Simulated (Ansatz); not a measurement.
Name a neutral molecule of Cl, Si and H with size of the dipole moment (B3LYP/def2-TZVPP) between 1.15 and 1.45 D and zero-point energy (PBE0-D4/def2-TZVP) between 112 and 128 kJ/mol (Ansatz, PBE0-D4/def2-TZVP geometry).

`[SiH3][SiH2]Cl` (1.33 D, 113.4 kJ/mol). Other molecules can fit too; these were computed, each in one conformer that needn't be the lowest.

B3LYP here is the variant with VWN-RPA as its local correlation; programs differ in this.
